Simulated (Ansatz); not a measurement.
in.yaml

```yaml
crystal:
  periodic: [false, false, false]
  atoms:
    - {symbol: Al, position_ang: [0.000000, 0.000000, 1.818997]}
    - {symbol: Ga, position_ang: [0.000000, 0.000000, -0.664806]}
    - {symbol: H, position_ang: [0.000000, 1.407254, -1.352806]}
    - {symbol: H, position_ang: [0.000000, -1.407254, -1.352806]}
basis:
  gaussian: {orbitals: cc-pVDZ}
magnetization: {spin_polarized: true, initial_magnetization: 2}
correlation: {method: ccsdt_q, electrons: outside_noble_gas}
```

```sh
$ ansatz run in.yaml --threads 1 --pin off --events-out ev --progress --plain --max-ram 4096MiB --backend cpu
```

Output:

```
1077 factors; integrals over basis functions are off by at most 1.9e-7 eV
mean field evaluation 1: about -58945.0702 eV, gradient 7.2e0 eV
mean field evaluation 2: about -58945.0761 eV, gradient 7.2e0 eV
mean field evaluation 4: about -58946.1314 eV, gradient 1.1e0 eV
mean field evaluation 8: about -58946.2231 eV, gradient 1.4e-1 eV
mean field evaluation 16: about -58945.0699 eV, gradient 7.2e0 eV
mean field evaluation 32: about -58945.6927 eV, gradient 4.1e-1 eV
mean field evaluation 64: about -58945.6463 eV, gradient 3.1e-1 eV
mean field evaluation 96: about -58943.4066 eV, gradient 3.2e-2 eV
mean field evaluation 128: about -58945.6511 eV, gradient 3.6e-4 eV
mean field evaluation 160: about -58942.9585 eV, gradient 3.3e-2 eV
mean field evaluation 192: about -58944.3740 eV, gradient 3.9e-3 eV
mean field evaluation 224: about -58942.9556 eV, gradient 2.1e-1 eV
mean field -58946.22587734 eV, -2166.2338458053 hartree, gradient 2.5e-6 eV, S^2 2.016012; 11 other end points of the search recorded, 0 dependent functions left out
determinant -58946.22587734 eV, -2166.2338458053 hartree, with singles and doubles -58949.79209625 eV, -2166.3649019329 hartree
determinant -58945.65109105 eV, -2166.2127227989 hartree, with singles and doubles -58949.03245604 eV, -2166.3369856700 hartree
determinant -58944.37403903 eV, -2166.1657920026 hartree, with singles and doubles -58947.90741030 eV, -2166.2956410019 hartree
determinant -58943.40663761 eV, -2166.1302406563 hartree, with singles and doubles -58947.23907921 eV, -2166.2710802873 hartree
determinant -58942.95851272 eV, -2166.1137723702 hartree, with singles and doubles -58946.54441264 eV, -2166.2455517616 hartree
19 core orbitals not correlated: weight in the atoms' cores, before any rotation towards them, 0.999 or more for the frozen orbitals, at most 0.001 for the correlated occupied ones
reference -58946.22587734 eV, -2166.2338458053 hartree; 5, 3 occupied and 31, 33 virtual orbitals, 1077 factors
second order -2.68772148 eV of doubles, -0.00000000 eV of singles
cycle   1  -3.28066664 eV  change   -5.9e-1 eV  update   8.1e-2
cycle   2  -3.64658295 eV  change   -3.7e-1 eV  update   4.1e-2
cycle   3  -3.68757105 eV  change   -4.1e-2 eV  update   2.0e-2
cycle   4  -3.70847953 eV  change   -2.1e-2 eV  update   1.3e-2
cycle   5  -3.71210939 eV  change   -3.6e-3 eV  update   6.2e-3
cycle   6  -3.71052786 eV  change    1.6e-3 eV  update   3.2e-3
cycle   7  -3.71125665 eV  change   -7.3e-4 eV  update   1.0e-3
cycle   8  -3.71205888 eV  change   -8.0e-4 eV  update   4.4e-4
cycle   9  -3.71195498 eV  change    1.0e-4 eV  update   1.8e-4
cycle  10  -3.71178275 eV  change    1.7e-4 eV  update   7.0e-5
cycle  11  -3.71178941 eV  change   -6.7e-6 eV  update   2.9e-5
cycle  12  -3.71180478 eV  change   -1.5e-5 eV  update   1.4e-5
cycle  13  -3.71181966 eV  change   -1.5e-5 eV  update   5.4e-6
cycle  14  -3.71182214 eV  change   -2.5e-6 eV  update   2.2e-6
cycle  15  -3.71182136 eV  change    7.8e-7 eV  update   1.0e-6
cycle  16  -3.71182072 eV  change    6.4e-7 eV  update   5.3e-7
perturbative correction -0.00552915 eV, -0.0002031926 hartree
Total energy: -58949.94322722 eV, -2166.3704558935 hartree
```

For the same geometry and basis UCCSDTQ lies 1.3 meV lower.

Ran on 1 thread of AMD EPYC 7R13, shared host: 15 s wall, 0.28 GiB peak host memory.
